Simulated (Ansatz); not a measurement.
`CC(F)C=N`, relaxed with RKS PBE0-D4/def2-TZVP in Ansatz from a PBE-D4/def2-SVP geometry. The force threshold is 0.005 eV/Å; the program also tests the step.

Charge 0, multiplicity 1.

Start:

```xyz
11

C     0.630    0.738   -0.974
C    -0.235    0.455    0.247
F    -1.582    0.507   -0.114
C     0.057   -0.902    0.861
N    -0.769   -1.866    0.987
H     1.705    0.716   -0.706
H     0.448   -0.030   -1.753
H     0.394    1.735   -1.394
H    -0.066    1.239    1.024
H     1.104   -1.038    1.218
H    -1.686   -1.555    0.605
```

(1) By how much does the energy fall, and how many steps does the optimiser take? (Estimate.)

(2) Which bonds change most? (Estimate.)

(3) Give the relaxed structure. (An estimate is asked.)

Results:

(1) Ansatz gave: 1.22 kcal/mol, in 6 steps.

(2) Ansatz gave: C4–H10 from 1.114 to 1.095 Å; C2–H9 from 1.117 to 1.098 Å; N5–H11 from 1.041 to 1.023 Å; C4–N5 from 1.276 to 1.259 Å.

(3) The calculation gave: 
```xyz
11

C     0.628    0.732   -0.969
C    -0.234    0.454    0.241
F    -1.568    0.519   -0.120
C     0.054   -0.891    0.848
N    -0.756   -1.844    0.984
H     1.685    0.700   -0.694
H     0.447   -0.018   -1.741
H     0.405    1.720   -1.372
H    -0.073    1.224    1.008
H     1.086   -1.023    1.190
H    -1.675   -1.573    0.625
```
